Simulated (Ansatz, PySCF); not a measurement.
Species: CH$_{4}$S, charge 0, singlet. CH4S (methanethiol, SMILES CS).
B3LYP-D3(BJ)/def2-TZVP minimum from Ansatz (a quantum-chemistry and plane-wave program):
```
C
H 1 1.0879
H 1 1.0879 2 110.33
H 1 1.0886 2 108.79 3 -119.26
S 1 1.8231 2 111.32 4 -116.63
H 5 1.3429 1 97.06 2 -61.78
```

Total energies in hartree (Ansatz). UHF or UKS for unpaired electrons; spin-orbit terms are left out. Correlated methods leave the cores frozen. No relativity. For partners of very few electrons the exact lower level stands in for a higher one.

```tsv
species	HF/cc-pV(T+d)Z	CCSD(T)/cc-pV(T+d)Z	HF/cc-pV(Q+d)Z	CCSD(T)/cc-pV(Q+d)Z	CCSD(T)/cc-pV(D+d)Z	CCSDT(Q)/cc-pV(D+d)Z
1: CH4S (methanethiol, SMILES CS)	-437.75855	-438.17177	-437.76503	-438.20283	-438.06168	-438.06294
2: C (triplet)	-37.69157	-37.78076	-37.69331	-37.78654	-37.76038	-37.76071
3: S (triplet)	-397.50938	-397.65444	-397.51264	-397.66785	-397.60412	-397.60456
4: H (doublet)	-0.49981	-0.49981	-0.49995	-0.49995	-0.49928	-0.49928
```

Q: Work out the enthalpy of formation at 298 K (by atomisation, with ideal-gas terms from PySCF's Hessian at B3LYP-D3(BJ)/def2-TZVP and the atoms' measured values of the G2/97 table; no spin-orbit terms) in kcal/mol: take Hartree-Fock from cc-pV(Q+d)Z, extrapolate the CCSD(T) correlation energy as X^-3 (X = 3, 4), and add CCSDT(Q) - CCSD(T) in cc-pV(D+d)Z. The further terms named in the bracket sum to +0.74654 hartree. 1 hartree = 627.51 kcal/mol.

A: 
Species 1: correlation (64·(-0.43780) - 27·(-0.41322))/37 = -0.45574; step -0.00126; E1 = -437.76503 + (-0.45574) + (-0.00126) = -438.22203
Species 2: correlation (64·(-0.09323) - 27·(-0.08919))/37 = -0.09618; step -0.00033; E2 = -37.69331 + (-0.09618) + (-0.00033) = -37.78982
Species 3: correlation (64·(-0.15521) - 27·(-0.14506))/37 = -0.16262; step -0.00044; E3 = -397.51264 + (-0.16262) + (-0.00044) = -397.67570
Species 4: correlation (64·(0.00000) - 27·(0.00000))/37 = 0.00000; step +0.00000; E4 = -0.49995 + (0.00000) + (+0.00000) = -0.49995
+1·E1 -1·E2 -1·E3 -4·E4 +0.74654 = -0.01017 hartree = -6.4 kcal/mol. Measured: -5.5 kcal/mol, -23.0 kJ/mol (G2/97 table in ASE (Curtiss et al.)); atomic spin-orbit terms, which the calculations lack, would raise the computed values. The composite differs from it by -0.9 kcal/mol; core, relativistic and spin-orbit terms are not in it.
